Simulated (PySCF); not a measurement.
Isomers of [C3H2FS2]+ (charge +1). Method: PBE0-D3(BJ)/def2-SVP geometry optimisation, gas phase in PySCF 2.14.0. One conformer each; no zero-point energy, no entropy. No frequencies were run at this level. Point groups hold within 0.08 Å.

**Question.** Rank from lowest to highest electronic energy at this level (kJ/mol).
A. `Fc1cs[cH+]s1`
B. `F[c+]1sccs1`

**Answer.** A (0.0), B (5.2).

Neighbours under 21 kJ/mol apart (Fc1cs[cH+]s1 and F[c+]1sccs1) can change places with a better method, another conformer or zero-point energy.

| SMILES | E (Eh) | E rel (kJ/mol) | dipole about centre of mass (D) | point group | A, B, C (MHz) |
| --- | --- | --- | --- | --- | --- |
| Fc1cs[cH+]s1 | -1010.52579 | 0.0 | 2.65 | Cs | 4348, 2334, 1519 |
| F[c+]1sccs1 | -1010.52380 | 5.2 | 3.03 | C2v | 3385, 3067, 1609 |

**Question.** As an exercise, what shares would exp(−E/RT) give at 500 K from these electronic energies alone (no entropy, no degeneracies)?

**Answer.** RT = 4.157 kJ/mol: Fc1cs[cH+]s1 77.9 %, F[c+]1sccs1 22.1 %.
